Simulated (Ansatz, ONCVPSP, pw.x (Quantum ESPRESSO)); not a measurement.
# pw.x on bcc Re: one setting changed

Potential: optimised norm-conserving Vanderbilt (ONCV), ONCVPSP 4.0.1.1 (patched build), PBEsol; core [Kr] 4d10 4f14, reference 5s2 5p6 5d5 6s2; waves: 5s+6s: rc 1.80 bohr, ncon 4, nbas 7, qcut 8 1/bohr, 2 projectors; 5p: rc 2.00 bohr, ncon 3, nbas 6, qcut 8.7 1/bohr, 2 projectors, debl 1.5 Ha; 5d: rc 1.90 bohr, ncon 4, nbas 8, qcut 5.5 1/bohr, 3 projectors, debl 3.7 Ha; local part: polynomial inside 1.60 bohr (lpopt 5, dvloc0 0 Ha); core correction: Teter function, fcfact 5.5, rcfact 1.3. In the p channel the program set the typed energies aside and used -1.728, 0.250 Ha.

The reference run (k-mesh 15³, cutoffs 75/300 Ry, Fermi–Dirac 0.01 Ry, mixing_beta 0.4, conv_thr 1e-9, no spin) gives -3.05 GPa at 14.678 Å³/atom, where all-electron LAPW gives 0.85 GPa. This run, with its own iteration cap, changes k-mesh points per axis to 1, a wrong or extreme entry chosen on purpose.

```
&control
  calculation='scf', prefix='x', pseudo_dir='./', outdir='./tmp', tstress=.true., disk_io='none'
/
&system
  ibrav=0, nat=1, ntyp=1, ecutwfc=75, ecutrho=300, nbnd=15,
  occupations='smearing', smearing='fd', degauss=0.01
/
&electrons
  conv_thr=1e-09, mixing_beta=0.4, electron_maxstep=70
/
ATOMIC_SPECIES
Re 1.0 Re.UPF
CELL_PARAMETERS angstrom
  -1.54241875 1.54241875 1.54241875
  1.54241875 -1.54241875 1.54241875
  1.54241875 1.54241875 -1.54241875
ATOMIC_POSITIONS crystal
Re 0.0000 0.0000 0.0000
K_POINTS automatic
1 1 1 0 0 0
```

```bash
pw.x < Re.scf.in > Re.scf.out
```

Q: How does the run end?

A: It converges in 8 iterations; the free energy moves by -2.90 eV/atom and the pressure by +108.86 GPa. The result is not a property of the crystal.

```
Message from routine setup:
     using ibrav=0 with symmetry is DISCOURAGED, use correct ibrav instead
     lattice parameter (alat)  =       5.0485  a.u.
     unit-cell volume          =      99.0521 (a.u.)^3
     number of electrons       =        15.00
     number of Kohn-Sham states=           15
     kinetic-energy cutoff     =      75.0000  Ry
     charge density cutoff     =     300.0000  Ry
     scf convergence threshold =      1.0E-09
     Exchange-correlation= PBESOL
     number of k points=     1  Fermi-Dirac smearing, width (Ry)=  0.0100
     iteration #  1     ecut=    75.00 Ry     beta= 0.40
     total energy              =    -174.79672906 Ry
     estimated scf accuracy    <       0.15994946 Ry
     iteration #  2     ecut=    75.00 Ry     beta= 0.40
     total energy              =    -174.78522390 Ry
     estimated scf accuracy    <       0.05400555 Ry
     iteration #  3     ecut=    75.00 Ry     beta= 0.40
     total energy              =    -174.78580982 Ry
     estimated scf accuracy    <       0.00011499 Ry
     [... 2 iterations left out ...]
     iteration #  6     ecut=    75.00 Ry     beta= 0.40
     total energy              =    -174.78582296 Ry
     estimated scf accuracy    <       0.00000004 Ry
     iteration #  7     ecut=    75.00 Ry     beta= 0.40
     total energy              =    -174.78582297 Ry
     estimated scf accuracy    <          1.2E-09 Ry
     iteration #  8     ecut=    75.00 Ry     beta= 0.40
     the Fermi energy is    23.5081 ev
!    total energy              =    -174.78582297 Ry
     estimated scf accuracy    <          1.7E-10 Ry
     smearing contrib. (-TS)   =      -0.02703367 Ry
     The total energy is F=E-TS. E is the sum of the following terms:
     one-electron contribution =     -20.00831966 Ry
     hartree contribution      =      20.83309894 Ry
     xc contribution           =     -35.12078358 Ry
     ewald contribution        =    -140.46278499 Ry
     convergence has been achieved in   8 iterations
          total   stress  (Ry/bohr**3)                   (kbar)     P=     1058.11
     Message from routine punch:
     Nothing written, as per user request (disk_io='none')
```

The run took about 0.9 s on one core of a shared host (Neoverse-N1, 64 threads, 124 GiB, load 52).
